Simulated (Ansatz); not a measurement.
Results of PBEsol (Ansatz, a first-principles code, plane waves, PAW) for 2H MoS₂.

Run with plane-wave cutoff 520 eV, 12×12×4 k mesh (along the axes of the cell as run), no spin polarisation, scalar-relativistic PAW data made under PBE.

Cell (measured lattice):

```
MoS2
1.0
    3.16000     0.00000     0.00000
   -1.58000     2.73664     0.00000
    0.00000     0.00000    12.29400
Mo S
2 4
Direct
  0.66667   0.33333   0.75000
  0.33333   0.66667   0.25000
  0.66667   0.33333   0.12379
  0.33333   0.66667   0.62379
  0.33333   0.66667   0.87621
  0.66667   0.33333   0.37621
```

Predict the Voigt–Reuss–Hill bulk modulus, elastic constant C33, Young modulus, elastic constant C11, elastic constant C12, elastic constant C13, elastic constant C44 and elastic constant C66.


- Voigt–Reuss–Hill bulk modulus: 49.2 GPa
- elastic constant C33: 35.6 GPa
- Young modulus: 90.5 GPa
- elastic constant C11: 221 GPa
- elastic constant C12: 54.0 GPa
- elastic constant C13: 6.69 GPa
- elastic constant C44: 15.5 GPa
- elastic constant C66: 83.4 GPa

Measured, for comparison: elastic constant C33 52 GPa, elastic constant C11 238 GPa, elastic constant C44 19 GPa (temperature not stated, no zero-point or thermal correction; as tabulated in Guerrero et al. (2021), arXiv:2010.02198); elastic constant C13 23 GPa (temperature not stated, no zero-point or thermal correction; as tabulated in Ulian and Valdrè (2023), doi:10.1107/s1600576723002571). Computed (rounded) less measured: elastic constant C33 -32 %, elastic constant C11 -7 %, elastic constant C13 -71 %, elastic constant C44 -18 %.

Note: the cell isn't this level's own, so it is under some stress, which shifts stiffness and frequencies.

Elastic constants are with the ions relaxed.

Computed values are for the static lattice.
